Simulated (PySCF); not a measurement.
Gas-phase reaction: 2 BH3 + 3 C3H4 (propyne) ⇌ 2 B(CH3)3 + 3 C

Computed with PySCF and rigid-rotor harmonic-oscillator thermochemistry at 1 bar. † marks an energy on the PBE0/def2-TZVP geometry and frequencies. Open shells (unrestricted): C (multiplicity 3); the rest are closed-shell singlets. Spin-orbit splitting is ignored; it lowers the true energy and changes the entropy of C.

PBE/def2-TZVP† gives ΔH°(298 K) = 1227 kJ.

Q: What do LDA/def2-TZVP†, r2SCAN/def2-TZVP†, ωB97X-V/def2-TZVP† give?

A: LDA/def2-TZVP†: 1332 kJ; r2SCAN/def2-TZVP†: 1113 kJ; ωB97X-V/def2-TZVP†: 1112 kJ. For scale, ΔH°(298 K) is 1227 kJ at this level, 1136 kJ at ωB97M-V/def2-TZVP†, and runs from 653 to 1332 kJ over the 18 levels computed.
